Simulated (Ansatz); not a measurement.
The input, for Ansatz 0.2.0:

```yaml
crystal:
  periodic: [false, false, false]
  atoms:
    - {symbol: Al, position_ang: [0.000000, 0.000000, 0.352569]}
    - {symbol: Al, position_ang: [0.000000, 0.000000, -2.324369]}
    - {symbol: H, position_ang: [0.000000, 0.000000, 1.971799]}
basis:
  gaussian: {orbitals: 6-31G}
total_charge: 1
correlation: {active_space: {ras: {orbitals: [3, 0, 15], electrons: 6, max_holes: 2, max_particles: 2}, fixed_orbitals: true}}
```

```sh
$ ansatz run in.yaml --threads 1 --pin off --events-out ev --progress --plain --max-ram 2393MiB
```

The program prints:

```
308 factors; integrals over basis functions are off by at most 1.4e-4 eV
mean field evaluation 1: about -13172.3200 eV, gradient 7.8e0 eV
mean field evaluation 2: about -13172.3193 eV, gradient 7.7e0 eV
mean field evaluation 4: about -13172.8549 eV, gradient 5.7e-1 eV
mean field evaluation 8: about -13172.8582 eV, gradient 1.1e-4 eV
mean field -13172.85824970 eV, -484.0936117926 hartree, gradient 2.8e-6 eV, S^2 0.000000; 0 other end points of the search recorded, 0 dependent functions left out
reference -13172.85824970 eV, -484.0936117926 hartree; 13, 13 occupied and 15, 15 virtual orbitals, 308 factors
state -13174.88063932 eV, -484.1679332401 hartree
Total energy: -13174.88063932 eV, -484.1679332401 hartree
```

Natural occupations: 1.9669 1.9557 1.8854 0.0452 0.0452 0.0405 0.0178 0.0178 0.0152 0.0038 0.0025 0.0023 0.0006 0.0003 0.0003 0.0003 0.0001 0.0001.

For the same geometry and basis full CI lies 161.5 meV lower.

Ran on 1 thread of Intel Xeon Platinum 8375C, shared host: 0.24 s wall, 0.09 GiB peak host memory.
